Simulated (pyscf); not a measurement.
Optimised with ωB97X-D3(BJ)/def2-SVP in PySCF. Correlated levels are frozen-core, on RHF or UHF. ΔMP2 is the change of the MP2 total energy from the triple- to the quadruple-zeta basis.

Estimate by transition-state theory (the high-pressure limit) the rate constant of HO–SiH(OH)–OH -> H₂O + HO–Si:–OH [singlet] (singlet surface; O–Si, H–Si broken, H–O formed) at 900 K, with CCSD(T)/def2-TZVPP + ΔMP2(QZVPP) energies (ideal gas, 1 atm, RRHO with modes under 100 cm⁻¹ raised to 100, one conformer, R ln 2 for chiral ones without a mode under 150 cm⁻¹; no tunnelling).

The electronic barrier is 83.0 kcal/mol and the thermal terms add -1.6, so ΔG‡ = 81.4 kcal/mol. With k_BT/h = 1.88e+13 s⁻¹ and RT = 1.788 kcal/mol, k = 3.2e-07 s⁻¹. Wigner's tunnelling factor for 1556i cm⁻¹ would be 1.26. A shift of 1 kcal/mol in the barrier changes k by a factor 1.7. On the product side the descent ends in a complex, 6.0 kcal/mol under the separated species and 27.5 kcal/mol under the saddle at ωB97X-D3(BJ)/def2-TZVP. The same reactants have a lower exit, to O=Si(OH)–OH + H₂ (barrier +60.0 kcal/mol at ωB97M-D3(BJ), against +81.4 kcal/mol here). One saddle was located; it need not be the lowest between these sides. The CCSD(T) − MP2 part came from Ansatz, without density fitting, on the same reference.
